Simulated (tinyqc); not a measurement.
Inside a calculation. Method: Hueckel theory of the pi electrons, for the molecule C=C (SMILES; centres numbered as the heavy atoms are written). One step of it, computed by the program tinyqc.

Problem. Orbitals. Diagonalise; E = alpha + x beta with beta < 0, so the largest x are filled first; degenerate levels share their electrons. P = sum n_i c_ri c_si; each orbital has its largest coefficient positive (the first on a tie).

Hueckel matrix in units of beta (H = alpha + beta A):
```
          1C        2C
1C  0.000000  1.000000
2C  1.000000  0.000000
```

pi electrons, sum of z_r less the charge = 2

Give: x values; occupations; coefficients; charge and bond-order matrix P.

Solution.

x values: 1.0000  -1.0000

occupations: 2.0000  0.0000

coefficients:
```
       MO1      MO2
1C  0.7071   0.7071
2C  0.7071  -0.7071
```

charge and bond-order matrix P:
```
        1C      2C
1C  1.0000  1.0000
2C  1.0000  1.0000
```
